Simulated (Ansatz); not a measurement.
Zinc-blende HgSe, treated with PBEsol (Ansatz, a program for electronic structure, plane waves, PAW).

Numerical settings: plane-wave cutoff 520 eV, 20×20×20 k mesh, Fermi–Dirac smearing 0.05 eV, perturbation theory, scalar-relativistic PAW data made under PBE.

Cell (relaxed at this level):

```
CELL_PARAMETERS angstrom
      0.00000     3.06638     3.06638
      3.06638     0.00000     3.06638
      3.06638     3.06638     0.00000
ATOMIC_POSITIONS crystal
  Hg 0.00000 0.00000 0.00000
  Se 0.75000 0.75000 0.75000
```

Task: Give the computed zone-centre TO phonon frequency.

Result: 
- zone-centre TO phonon frequency: 124 cm⁻¹

Note: the solid has no gap at this level, which affects its response.

Spin–orbit coupling is not included; it can shift volumes and moduli of such heavy elements.

The result took very roughly 29 core-minutes.
